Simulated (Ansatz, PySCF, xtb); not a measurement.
Bonds broken one at a time in the series Ga F-Cl. All species are isolated molecules in the gas phase. Strings in code marks are SMILES.

Quantity: homolytic bond dissociation enthalpy at 298 K (no spin–orbit term), in kcal/mol. Enthalpy corrections at 298 K come from GFN2-xTB frequencies (xtb).

Level 1: frozen-core MP2/cc-pVTZ // PBE0-D4/def2-TZVP (Ansatz, a quantum-chemistry and plane-wave program)
Level 2: B3LYP/6-31G* // PBE0-D4/def2-TZVP (PySCF)
Level 3: BP86/6-31G* // PBE0-D4/def2-TZVP (PySCF)
Level 4: PBE/6-31G* // PBE0-D4/def2-TZVP (PySCF)

| species | level 1 | level 2 | level 3 | level 4 |
|---|---|---|---|---|
| Cl–Ga bond of `[Cl][Ga]([Cl])[Cl]`, giving `[Cl]` and `[Cl][Ga][Cl]` | 104.0 | 87.6 | 90.3 | 92.2 |
| F–Ga bond of `[F][Ga]([Cl])[Cl]`, giving `[Cl][Ga][Cl]` and `[F]` | 132.5 | 116.7 | 120.6 | 122.5 |
| Ga–Cl bond of `[F][Ga]([F])[Cl]`, giving `[Cl]` and `[F][Ga][F]` | 103.2 | 89.8 | 91.8 | 93.5 |
